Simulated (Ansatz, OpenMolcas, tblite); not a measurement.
**How methods differ on C2H7Si (SMILES C[SiH]C)**

C2H7Si has 10 atoms, charge 0, and is taken as a doublet. As SMILES, `C[SiH]C`. The coordinates come from a PBE0-D4/def2-TZVP relaxation.

Quantity: the vertical ionisation energy (to the singlet cation), in eV. The values are calculated.

```json
{"level": "GFN1-xTB", "kind": "semi-empirical", "program": "tblite", "value (eV)": "11.46", "less CCSD(T)/6-311+G**": "+3.90", "CPU time (all runs)": "under 2 s"}
{"level": "UHF/6-311+G**", "kind": "Hartree–Fock", "program": "OpenMolcas", "value (eV)": "7.36", "less CCSD(T)/6-311+G**": "-0.20", "CPU time (all runs)": "35 s"}
{"level": "USVWN5/6-311+G**", "kind": "LDA", "program": "Ansatz", "value (eV)": "7.61", "less CCSD(T)/6-311+G**": "+0.05", "CPU time (all runs)": "14 s"}
{"level": "U-revPBE/6-311+G**", "kind": "GGA", "program": "OpenMolcas", "value (eV)": "7.61", "less CCSD(T)/6-311+G**": "+0.05", "CPU time (all runs)": "2.2 min"}
{"level": "UM06-L/6-311+G**", "kind": "meta-GGA", "program": "OpenMolcas", "value (eV)": "7.59", "less CCSD(T)/6-311+G**": "+0.03", "CPU time (all runs)": "2.8 min"}
{"level": "UPBE0/6-311+G**", "kind": "global hybrid", "program": "Ansatz", "value (eV)": "7.75", "less CCSD(T)/6-311+G**": "+0.19", "CPU time (all runs)": "26 s"}
{"level": "UMP2/6-311+G**", "kind": "perturbation theory", "program": "Ansatz", "value (eV)": "7.55", "less CCSD(T)/6-311+G**": "-0.01", "CPU time (all runs)": "10 s"}
{"level": "UCCSD(T)/6-311+G**", "kind": "coupled cluster or CI", "program": "Ansatz", "value (eV)": "7.56", "less CCSD(T)/6-311+G**": "0.00", "CPU time (all runs)": "2.7 min"}
```

UCCSD(T)/6-311+G** is the highest level here, not the true value. The values span 7.36 to 11.46 eV. The xTB values lack the empirical shift that such differences need. Times are those of the runs behind each value, whatever else they computed, on shared processors of several kinds: orders of magnitude only.
